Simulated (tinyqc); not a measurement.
Starting guesses with DIIS over 6 matrices: SCF starting guesses in the sto-6g basis, for CH3, spin multiplicity 2. Computed by the program tinyqc with PySCF. 

Geometry (angstrom):
```
atom        x        y       z
C      0.0000   0.0000  0.0160
H      1.2240   0.0000  0.0000
H     -0.6120   1.0600  0.0000
H     -0.6120  -1.0600  0.0000
```

lowest solution found by these runs and by PySCF with stability checks = -39.413453 hartree

UHF with one setting changed at a time; a run stops when the energy changes by less than 1e-09 hartree and the error matrix is below 1e-5. Starts: the lowest orbitals of the core Hamiltonian, of the Wolfsberg-Helmholz matrix (K = 1.75), projected atomic densities, random orbitals, and the highest orbitals of the core Hamiltonian (a deliberately bad start).

Largest element of the error matrix X^T (FDS - SDF) X:
```
iteration     core  Wolfsberg-Helmholz  atomic densities   random  highest core orbitals
1          3.5e-01             2.0e-01           3.6e-01  3.7e+00                1.2e-01
2          1.2e-01             4.8e-02           4.3e-02  3.5e-01                3.9e-01
3          1.7e-02             1.4e-02           1.5e-02  1.0e-01                3.5e-01
4          5.0e-03             5.4e-03           6.1e-03  4.0e-02                3.8e-01
5          2.6e-03             3.0e-03           3.2e-03  1.9e-02                3.8e-01
6          4.8e-04             6.9e-05           2.4e-04  7.3e-03                3.8e-01
8          6.0e-06             6.5e-06           2.7e-06  4.7e-04                1.1e-01
10               -                   -                 -  4.5e-05                8.8e-03
14               -                   -                 -  4.9e-07                2.7e-04
```

How each run ends:
```
run                    iterations  E (hartree)         state
core                            9    -39.41345  lowest found
Wolfsberg-Helmholz              9    -39.41345  lowest found
atomic densities                9    -39.41345  lowest found
random                         14    -39.41345  lowest found
highest core orbitals          18    -39.41345  lowest found
```

5 of 5 runs reach the lowest solution found, in 9 to 18 iterations (fastest: core, Wolfsberg-Helmholz, atomic densities). The first errors are 3e-01, 2e-01, 4e-01, 4e+00, 1e-01; the deliberately bad start has the smallest one, so a small first error does not mark a good start.
